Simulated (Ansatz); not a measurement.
A made-up structure of Si$_{2}$H$_{7}$O (charge +1), singlet:

```
10
angstrom
Si -0.7235 0.8344 -0.7364
O -0.3764 -0.5145 -0.0583
Si 0.9417 -0.5522 0.7550
H -1.4451 0.0883 -1.7895
H 0.6082 1.5449 -1.1965
H -1.5040 1.5936 0.4006
H -1.0442 -1.3196 -0.0606
H 2.0173 0.3590 0.0450
H 0.4856 -0.0352 2.1714
H 1.0404 -1.9988 0.4694
```

It is relaxed with PBE-D4/def2-SVP and then PBE0-D4/def2-TZVP (Ansatz 0.2.0). Atoms count as bonded within 1.22 times the sum of their covalent radii (H–H: 0.88 Å). The end point is not checked to be a true minimum.

Q: Does its bonding change? (A judgement: the text doesn't fix the answer.)

A: Computed: Yes. Formed: none; broken: Si1–Si3.

Where it ends: The first stage lowers the energy by 3.35 eV in 7 steps. It ends as Si₂H₇O ([SiH3][OH][SiH3]), total charge +1:
| atom | x (Å) | y (Å) | z (Å) |
| --- | --- | --- | --- |
| Si1 | -0.9273 | 0.9868 | -0.9115 |
| O2 | -0.3455 | -0.4779 | -0.0588 |
| Si3 | 1.1295 | -0.7254 | 0.9283 |
| H4 | -1.7260 | 0.4059 | -2.0025 |
| H5 | 0.3447 | 1.6141 | -1.3009 |
| H6 | -1.6979 | 1.7250 | 0.1023 |
| H7 | -0.9656 | -1.2218 | -0.0572 |
| H8 | 2.0902 | 0.1445 | 0.2330 |
| H9 | 0.7519 | -0.2770 | 2.2785 |
| H10 | 1.3460 | -2.1743 | 0.7889 |

Labels in which every atom is bracketed show which atoms are joined, not bond orders.

For scale, one of the runs: PBE0-D4/def2-TZVP relaxation, 147 basis functions, launched by `ansatz run in.yaml --threads 2 --pin off --events-out ev --progress --plain --max-ram 4352MiB`. Hardware: 2 CPU threads of an Arm Neoverse V1, shared host. Wall time about 14 s.
